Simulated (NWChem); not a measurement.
hydrogen peroxide (H2O2); SMILES OO

Program: NWChem. Pople sets run with spherical d functions. Coordinates come from a B3LYP/6-31G* (spherical d) optimisation. Ions are spin-unrestricted doublets at the neutral geometry; other ion states weren't tried. Functional: LC-ωPBE (HJS hole) with 6-31G*; rows give the range parameter ω in 1/bohr.

For range parameter (1/bohr) 0.50:

- vertical ionisation energy, ΔSCF (eV): 11.65
- −ε(HOMO) (eV): 11.39

Problem. What are these values for range parameter (1/bohr) 0.80?

Solution. 
* **vertical ionisation energy, ΔSCF (eV)**: 12.15
* **−ε(HOMO) (eV)**: 12.80
